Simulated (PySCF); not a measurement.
Constitutional and geometric isomers with formula C2H3N. Isolated molecules, 0 K electronic values unless said otherwise. Strings in code marks are SMILES.

The numbers are results of PySCF with PBE-D3(BJ)/def2-TZVP // r2SCAN-D4/def2-TZVP, not measurements. All candidates: neutral, multiplicity 1. Delta-SCF ions had no search for a lower state. 

| Quantity | Value |
|---|---|
| HOMO–LUMO gap | 4.52 eV |
| LUMO | -1.22 eV |
| vertical ionisation energy (Delta-SCF) | 9.34 eV |

Q: Identify which member has these values.
(A) `CC#N`
(B) `C=C=N`
(C) `C#CN`

A: B, `C=C=N`. The others give `C#CN`: 5.23 eV, -0.04 eV, 8.94 eV; `CC#N`: 7.85 eV, -0.22 eV, 12.11 eV
